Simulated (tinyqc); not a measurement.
Worked calculation: extended Hueckel theory, for CH2-. The parameters take no account of the charge, which enters only through the electron count, and nothing here shows that the anion is bound. One step of it, computed by the program tinyqc.

Task: Orbitals. Solve H C = S C e through S^(-1/2); fill by pairs from the bottom, a degenerate level sharing its electrons equally; each orbital has its largest coefficient positive (the first on a tie).

H (eV), order 1C 2s, 1C 2px, 1C 2py, 1C 2pz, 2H 1s, 3H 1s:
$$\begin{pmatrix}
-21.400000 & 0.000000 & 0.000000 & 0.000000 & -16.092035 & -16.092035 \\
0.000000 & -11.400000 & 0.000000 & 0.000000 & 0.000000 & 0.000000 \\
0.000000 & 0.000000 & -11.400000 & 0.000000 & -9.989917 & 9.989917 \\
0.000000 & 0.000000 & 0.000000 & -11.400000 & -4.989547 & -4.989547 \\
-16.092035 & 0.000000 & -9.989917 & -4.989547 & -13.600000 & -3.163175 \\
-16.092035 & 0.000000 & 9.989917 & -4.989547 & -3.163175 & -13.600000
\end{pmatrix}$$

overlap S, order 1C 2s, 1C 2px, 1C 2py, 1C 2pz, 2H 1s, 3H 1s:
$$\begin{pmatrix}
1.000000 & 0.000000 & 0.000000 & 0.000000 & 0.525454 & 0.525454 \\
0.000000 & 1.000000 & 0.000000 & 0.000000 & 0.000000 & 0.000000 \\
0.000000 & 0.000000 & 1.000000 & 0.000000 & 0.456682 & -0.456682 \\
0.000000 & 0.000000 & 0.000000 & 1.000000 & 0.228094 & 0.228094 \\
0.525454 & 0.000000 & 0.456682 & 0.228094 & 1.000000 & 0.132907 \\
0.525454 & 0.000000 & -0.456682 & 0.228094 & 0.132907 & 1.000000
\end{pmatrix}$$

valence electrons = 7

Give: orbital energies; occupations; coefficients; sum of one-electron energies.

Result:

orbital energies (eV): [-23.865, -15.885, -11.991, -11.400, 11.278, 21.116]

occupations: [2.000, 2.000, 2.000, 1.000, 0.000, 0.000]

coefficients, order 1C 2s, 1C 2px, 1C 2py, 1C 2pz, 2H 1s, 3H 1s:
$$\begin{pmatrix}
0.708 & 0.000 & -0.254 & 0.000 & 0.000 & 1.262 \\
0.000 & 0.000 & 0.000 & 1.000 & 0.000 & 0.000 \\
0.000 & 0.523 & 0.000 & 0.000 & 1.286 & 0.000 \\
-0.018 & 0.000 & 0.929 & 0.000 & 0.000 & 0.595 \\
0.246 & 0.428 & 0.122 & 0.000 & -0.963 & -0.987 \\
0.246 & -0.428 & 0.122 & 0.000 & 0.963 & -0.987
\end{pmatrix}$$

sum of one-electron energies = -114.881 eV
